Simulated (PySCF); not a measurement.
# Property card for `C1CNC1`

Compound: C3H7N.
SMILES with atom numbers: `[CH2:1]1[CH2:2][NH:3][CH2:4]1` (hydrogens: H5, H6 on C1; H7, H8 on C2; H9 on N3; H10, H11 on C4)

Among its groups: amine.

GFN2-xTB geometry:

| Property | Result |
| --- | --- |
| Point group of the GFN2-xTB geometry | Cs |
| Rotational constants A, B, C of the GFN2-xTB geometry | 11.639, 11.594, 6.653 GHz |

**CAM-B3LYP/def2-SVPD ground state and vertical TDDFT (core frozen in the response) (PySCF)**

| Property | Result |
| --- | --- |
| Dipole moment | 1.33 D |
| HOMO energy | -7.79 eV |
| LUMO energy | 1.51 eV |
| HOMO–LUMO gap | 9.30 eV |
| Lowest singlet excitation | 5.98 eV (207 nm, f = 0.000) |
| Strongest line among the 8 lowest singlet transitions | S8 at 9.08 eV (137 nm, f = 0.090) |
| Lowest triplet excitation (Tamm–Dancoff) | 5.71 eV |
| Static isotropic polarisability | 42.9 au |
| Electronic spatial extent ⟨r²⟩ about the centre of nuclear charge | 249 bohr² |

Monoisotopic mass (most abundant isotopes): 57.0578 u.

 The vertical singlet–triplet gap S1 − T1 is 0.27 eV (TDDFT singlet less Tamm–Dancoff triplet; S1: HOMO→LUMO, weight 0.77; T1: HOMO→LUMO, weight 0.66). In atomic units the dipole is 0.52 e·bohr (1 au = 2.5417 D). S1 lies 3.32 eV below the HOMO–LUMO gap; its leading configuration is HOMO→LUMO, weight 0.77. With B = h/(8π²I), that is 505.379 GHz u Å² over I, the principal moments of inertia are 43.4, 43.6 and 76.0 u Å² (most abundant isotopes); the inertial defect Ic − Ia − Ib is -11.0 u Å² (zero for a rigid planar frame, negative otherwise).

Geometry: GFN2-xTB; no solvent, vibrations or thermal averaging.
